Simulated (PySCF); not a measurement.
**Badger's rule along the third period: bonds to Si**

PBE0 in PySCF with def2-TZVP on every atom, for the lowest determinant that a PBE0 search found; no spin–orbit coupling. Badger's rule says that Re = d + c·k^(−1/3) for bonds between atoms of fixed rows.

```json
{"molecule": "SiS", "state (unpaired electrons)": "singlet (closed shell)", "Re (Å)": "1.930", "k (mdyn/Å)": "5.17"}
{"molecule": "SiCl", "state (unpaired electrons)": "doublet (π ↑)", "Re (Å)": "2.067", "k (mdyn/Å)": "?"}
{"molecule": "SiP", "state (unpaired electrons)": "doublet (π ↑)", "Re (Å)": "2.070", "k (mdyn/Å)": "?"}
{"molecule": "AlSi", "state (unpaired electrons)": "quartet (σ ↑, π ↑↑)", "Re (Å)": "2.416", "k (mdyn/Å)": "?"}
{"molecule": "MgSi", "state (unpaired electrons)": "triplet (π ↑↑)", "Re (Å)": "2.545", "k (mdyn/Å)": "?"}
{"molecule": "NaSi", "state (unpaired electrons)": "quartet (σ ↑, π ↑↑)", "Re (Å)": "2.698", "k (mdyn/Å)": "0.489"}
```

Problem. Fix c and d from SiS and NaSi.

Solution. c = (2.698 − 1.93)/(0.489^(−1/3) − 5.17^(−1/3)) = 1.111, d = 1.93 − c·5.17^(−1/3) = 1.287 Å.

Problem. Predict k of the others and set the computed values beside them.

Solution. 

| molecule | k by the rule | k computed | difference (%) |
| --- | --- | --- | --- |
| SiCl | 2.90 | 2.62 | 10 |
| SiP | 2.86 | 3.56 | -20 |
| AlSi | 0.955 | 1.17 | -18 |
| MgSi | 0.690 | 0.751 | -8 |

The rule misses by 14 % on average; it knows nothing of spin state or of how ionic a bond is, and both change along this series.

States were picked by a PBE0 search and need not be the measured ground states.
